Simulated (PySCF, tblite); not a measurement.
# C₄H₄S: tautomers, NMR shifts, electronic excitations, part 3 of 3

tblite 0.8.0 and PySCF 2.14.0. Atoms count from 0. Earlier steps stand in the parts before.

## 20. Single point (C4H4S): CAM-B3LYP-D3(BJ)/def2-TZVP

Geometry: PBE0-D3(BJ)/def2-SVP.

Job settings and geometry (Å):

```
{"job": {"kind": "sp", "xc": "CAM-B3LYP", "basis": "def2-TZVP", "d3": "d3bj", "grid": 2}, "charge": 0, "multiplicity": 1}
C      2.080055     0.724929     0.036542
C      1.057761     0.077067     0.022091
C     -0.193748    -0.669536    -0.005215
C     -1.392517     0.211893    -0.230081
S     -2.629522    -0.135446    -1.202406
H      2.992769     1.291548     0.048231
H     -0.334489    -1.171464     0.972386
H     -0.172005    -1.465172    -0.766510
H     -1.381736     1.147829     0.353356
```

What it wrote:

```text
coarse grid: 8448 points
cycle   1  E = -552.8634383654  dE =  6.509e-01  |g| = 4.269e-01  |ddm| = 2.894e+00
cycle   2  E = -552.8254836496  dE =  3.795e-02  |g| = 6.186e-01  |ddm| = 1.202e+00
cycle   3  E = -552.9187651872  dE = -9.328e-02  |g| = 7.934e-02  |ddm| = 6.027e-01
cycle   4  E = -552.9200207202  dE = -1.256e-03  |g| = 4.491e-02  |ddm| = 1.151e-01
cycle   5  E = -552.9204650422  dE = -4.443e-04  |g| = 1.732e-02  |ddm| = 4.503e-02
cycle   6  E = -552.9205361086  dE = -7.107e-05  |g| = 3.732e-03  |ddm| = 2.059e-02
cycle   7  E = -552.9205414543  dE = -5.346e-06  |g| = 1.336e-03  |ddm| = 1.009e-02
final grid: 78072 points
cycle   8  E = -552.9157865290  dE = -1.813e-05  |g| = 3.589e-03  |ddm| = 4.763e-02
cycle   9  E = -552.9157840405  dE =  2.488e-06  |g| = 4.792e-03  |ddm| = 6.572e-03
cycle  10  E = -552.9157895951  dE = -5.555e-06  |g| = 6.072e-04  |ddm| = 4.065e-03
cycle  11  E = -552.9157896805  dE = -8.541e-08  |g| = 2.839e-04  |ddm| = 5.697e-04
cycle  12  E = -552.9157896983  dE = -1.778e-08  |g| = 1.315e-04  |ddm| = 3.323e-04
cycle  13  E = -552.9157897027  dE = -4.335e-09  |g| = 3.445e-05  |ddm| = 2.167e-04
converged SCF energy = -552.9157897027
```

Wall time 20 s (1 thread of Intel Xeon at 2.50GHz, shared host); peak memory 0.64 GiB.

## 21. Single point (C₄H₄S): CAM-B3LYP-D3(BJ)/def2-TZVP in diethylether

Geometry: PBE0-D3(BJ)/def2-SVP.

The job, as its differences from that of step 20:

```diff
@@ -1,2 +1,2 @@
-{"job": {"kind": "sp", "xc": "CAM-B3LYP", "basis": "def2-TZVP", "d3": "d3bj", "grid": 2}, "charge": 0, "multiplicity": 1}
+{"job": {"kind": "sp", "xc": "CAM-B3LYP", "basis": "def2-TZVP", "d3": "d3bj", "grid": 2, "solvent": "diethylether"}, "charge": 0, "multiplicity": 1}
 C      2.080055     0.724929     0.036542
```

What it wrote:

```text
final grid: 78072 points
cycle   1  E = -552.9209993934  dE = -3.906e-04  |g| = 1.961e-02  |ddm| = 1.722e-01
cycle   2  E = -552.9209376984  dE =  6.169e-05  |g| = 2.633e-02  |ddm| = 4.416e-02
cycle   3  E = -552.9211091117  dE = -1.714e-04  |g| = 2.795e-03  |ddm| = 1.873e-02
cycle   4  E = -552.9211112176  dE = -2.106e-06  |g| = 1.538e-03  |ddm| = 4.914e-03
cycle   5  E = -552.9211118660  dE = -6.484e-07  |g| = 5.935e-04  |ddm| = 2.795e-03
cycle   6  E = -552.9211119803  dE = -1.143e-07  |g| = 1.814e-04  |ddm| = 1.203e-03
cycle   7  E = -552.9211119919  dE = -1.161e-08  |g| = 4.028e-05  |ddm| = 4.256e-04
cycle   8  E = -552.9211119929  dE = -9.779e-10  |g| = 1.676e-05  |ddm| = 1.709e-04
converged SCF energy = -552.9211119929
```

Run time: 21 s. Hardware: 1 thread of Intel Xeon at 2.50GHz, shared host; peak memory 0.73 GiB.

## 22. Single point (C₄H₄S, C#C/C=C\S): CAM-B3LYP-D3(BJ)/def2-TZVP

Geometry: PBE0-D3(BJ)/def2-SVP.

Job settings and geometry (Å):

```
{"job": {"kind": "sp", "xc": "CAM-B3LYP", "basis": "def2-TZVP", "d3": "d3bj", "grid": 2}, "charge": 0, "multiplicity": 1}
C      1.524931     0.174910     1.480896
C      0.999562     0.115556     0.385493
C      0.367536     0.042285    -0.880883
C     -0.964747    -0.110043    -1.050492
S     -2.185254    -0.243636     0.176408
H      2.003859     0.228192     2.440915
H      0.999022     0.113151    -1.771570
H     -1.376657    -0.158148    -2.062605
H     -1.339257    -0.146084     1.229372
```

What it wrote:

```text
coarse grid: 8448 points
cycle   1  E = -552.9022830553  dE =  6.722e-01  |g| = 3.069e-01  |ddm| = 2.969e+00
cycle   2  E = -552.9180288621  dE = -1.575e-02  |g| = 2.206e-01  |ddm| = 5.613e-01
cycle   3  E = -552.9292752461  dE = -1.125e-02  |g| = 7.236e-02  |ddm| = 2.159e-01
cycle   4  E = -552.9305225743  dE = -1.247e-03  |g| = 2.752e-02  |ddm| = 6.989e-02
cycle   5  E = -552.9307086829  dE = -1.861e-04  |g| = 7.925e-03  |ddm| = 3.200e-02
cycle   6  E = -552.9307211513  dE = -1.247e-05  |g| = 4.169e-03  |ddm| = 1.006e-02
cycle   7  E = -552.9307254928  dE = -4.341e-06  |g| = 8.709e-04  |ddm| = 3.886e-03
final grid: 78072 points
cycle   8  E = -552.9261237755  dE = -1.637e-05  |g| = 2.690e-03  |ddm| = 6.037e-02
cycle   9  E = -552.9261240845  dE = -3.091e-07  |g| = 2.360e-03  |ddm| = 5.182e-03
cycle  10  E = -552.9261253335  dE = -1.249e-06  |g| = 4.447e-04  |ddm| = 1.822e-03
cycle  11  E = -552.9261253690  dE = -3.543e-08  |g| = 2.215e-04  |ddm| = 4.573e-04
cycle  12  E = -552.9261253809  dE = -1.197e-08  |g| = 5.288e-05  |ddm| = 2.084e-04
cycle  13  E = -552.9261253817  dE = -7.253e-10  |g| = 1.660e-05  |ddm| = 7.763e-05
converged SCF energy = -552.9261253817
```

It took 21 s on 1 thread of Intel Xeon at 2.50GHz, shared host; peak memory 0.66 GiB.

## 23. Single point (C4H4S, C#C/C=C\S): CAM-B3LYP-D3(BJ)/def2-TZVP in diethylether

Geometry: PBE0-D3(BJ)/def2-SVP.

The job, as its differences from that of step 22:

```diff
@@ -1,2 +1,2 @@
-{"job": {"kind": "sp", "xc": "CAM-B3LYP", "basis": "def2-TZVP", "d3": "d3bj", "grid": 2}, "charge": 0, "multiplicity": 1}
+{"job": {"kind": "sp", "xc": "CAM-B3LYP", "basis": "def2-TZVP", "d3": "d3bj", "grid": 2, "solvent": "diethylether"}, "charge": 0, "multiplicity": 1}
 C      1.524931     0.174910     1.480896
```

What it wrote:

```text
final grid: 78072 points
cycle   1  E = -552.9308344320  dE = -2.969e-04  |g| = 1.007e-02  |ddm| = 1.418e-01
cycle   2  E = -552.9308386544  dE = -4.222e-06  |g| = 1.122e-02  |ddm| = 3.126e-02
cycle   3  E = -552.9308679637  dE = -2.931e-05  |g| = 2.413e-03  |ddm| = 7.928e-03
cycle   4  E = -552.9308693581  dE = -1.394e-06  |g| = 7.849e-04  |ddm| = 3.106e-03
cycle   5  E = -552.9308695448  dE = -1.867e-07  |g| = 2.600e-04  |ddm| = 2.111e-03
cycle   6  E = -552.9308695626  dE = -1.784e-08  |g| = 7.925e-05  |ddm| = 3.614e-04
cycle   7  E = -552.9308695642  dE = -1.602e-09  |g| = 1.535e-05  |ddm| = 1.144e-04
converged SCF energy = -552.9308695642
```

Wall time 19 s (1 thread of Intel Xeon at 2.50GHz, shared host); peak memory 0.74 GiB.

## 24. Tautomers: CAM-B3LYP-D3(BJ)/def2-TZVP

This step combines the energies above: geometries from PBE0-D3(BJ)/def2-SVP, zero-point and thermal terms from PBE0-D3(BJ)/def2-SVP.

Job settings and geometry (Å):

```
{"job": {"kind": "ta", "tautomers": ["C#CC=CS"], "geom": {"xc": "PBE0", "basis": "def2-SVP", "d3": "d3bj", "grid": 1}, "hess": 1, "level": {"xc": "CAM-B3LYP", "basis": "def2-TZVP", "d3": "d3bj", "solvents": ["diethylether"]}}, "charge": 0, "multiplicity": 1}
C      2.080055     0.724929     0.036542
C      1.057761     0.077067     0.022091
C     -0.193748    -0.669536    -0.005215
C     -1.392517     0.211893    -0.230081
S     -2.629522    -0.135446    -1.202406
H      2.992769     1.291548     0.048231
H     -0.334489    -1.171464     0.972386
H     -0.172005    -1.465172    -0.766510
H     -1.381736     1.147829     0.353356
```

Output (the driver's rows laid out field by field):

```text
tautomers, CAM-B3LYP-D3(BJ)/def2-TZVP // PBE0-D3(BJ)/def2-SVP

row 1
  formula                 C4H4S
  charge                  0
  multiplicity            1
  smiles                  C#CCC=S
  kept                    yes
  pieces                  1
  point_group             C1
  electronic              0.0
  enthalpy                0.0
  free_energy             0.0
  solution                diethylether 0.0
  share_gas               2.487e-06
  share_solution          diethylether 4.572e-06

row 2
  formula                 C4H4S
  charge                  0
  multiplicity            1
  smiles                  C#C/C=C\S
  kept                    yes
  pieces                  1
  point_group             Cs
  electronic              -27.14
  enthalpy                -32.62
  free_energy             -31.99
  solution                diethylether -30.48
  share_gas               1.0
  share_solution          diethylether 1.0
```

It took 82 s on 1 thread of Intel Xeon at 2.50GHz, shared host; peak memory 0.74 GiB.

Energies above the first form (kJ/mol, gas phase, 298 K for the thermal columns):

```
   no.   tautomer  electronic  enthalpy  free energy
form 0    C#CCC=S         0.0       0.0          0.0
form 1  C#C/C=C\S       -27.1     -32.6        -32.0
```

Free energies in a continuum (kJ/mol, same sign): diethylether: form 0 0.0, form 1 -30.5.

Shares at 298 K in the gas phase: 0: 0 %, 1: 100 %.

## 25. Outcome

The summary covers parts 1 to 3.

| quantity | value |
| --- | --- |
| strongest single infrared mode (GFN2-xTB) | 1333 cm⁻¹, 84 km/mol |
| zero-point energy (GFN2-xTB) | 38.5 kcal/mol |
| point group | C1 |
| rotational constants (main isotopes) | 20.96, 1.66, 1.61 GHz |
| ΔH above the first form, form 0 (M06-2X/def2-TZVP) | 0.0 kJ/mol |
| ΔH above the first form, form 1 (M06-2X/def2-TZVP) | -32.0 kJ/mol |
| ΔH above the first form, form 0 (CAM-B3LYP-D3(BJ)/def2-TZVP) | 0.0 kJ/mol |
| ΔH above the first form, form 1 (CAM-B3LYP-D3(BJ)/def2-TZVP) | -32.6 kJ/mol |

In words: All 21 modes are real, so the xTB geometry is a minimum. The strongest single mode, at 1333 cm⁻¹, is spread over several atoms, C3, H8, H7, C2 among them. Unscaled tight-binding wavenumbers are off by several per cent, some by more. Its intensities can rank the bands wrongly. Relaxing lowered the energy by 0.045 eV in 3 steps; the close pair that moved most is C0–H5, from 1.049 to 1.074 Å (PBE0/def2-SVP). At M06-2X/def2-TZVP the ΔH above the first form runs from -32.0 kJ/mol (form 1) to 0.0 kJ/mol (form 0). At CAM-B3LYP-D3(BJ)/def2-TZVP the ΔH above the first form runs from -32.6 kJ/mol (form 1) to 0.0 kJ/mol (form 0).
